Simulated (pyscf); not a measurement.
HO–Ge(OH)(OH)–Cl + H₂O → HO–Ge(OH)(OH)–OH + HCl (four-centre exchange; singlet surface; Cl–Ge, H–O broken, Ge–O, Cl–H formed). Optimised with ωB97X-D3(BJ)/def2-SVP in PySCF. Energies in kcal/mol from the separated reactants.

```json
[
 {"level": "ωB97X-D3(BJ)/def2-TZVP", "barrier": "13.4", "reaction energy": "+7.8"},
 {"level": "r²SCAN/def2-TZVP", "barrier": "___", "reaction energy": "___"},
 {"level": "B3LYP-D3(BJ)/def2-TZVP", "barrier": "___", "reaction energy": "+6.7"},
 {"level": "PBE0-D3(BJ)/def2-TZVP", "barrier": "11.1", "reaction energy": "+7.5"},
 {"level": "M06-2X/def2-TZVP", "barrier": "10.8", "reaction energy": "+5.0"},
 {"level": "HF/def2-TZVP", "barrier": "26.7", "reaction energy": "+5.2"}
]
```

**Question.** What belongs in the gaps?

**Answer.** 
- r²SCAN/def2-TZVP, barrier: 9.6
- r²SCAN/def2-TZVP, reaction energy: +6.4
- B3LYP-D3(BJ)/def2-TZVP, barrier: 12.2

The functionals in the table span 3.7 kcal/mol in this barrier, from r²SCAN to ωB97X-D3(BJ). On the reactant side the descent ends in a complex (not fully relaxed), 5.6 kcal/mol under the separated species and 19.0 kcal/mol under the saddle at ωB97X-D3(BJ)/def2-TZVP. On the product side the descent ends in a complex, 7.3 kcal/mol under the separated species and 12.9 kcal/mol under the saddle at ωB97X-D3(BJ)/def2-TZVP. One saddle was located; it need not be the lowest between these sides. Elements up to Kr have no core potential and no relativistic terms here.
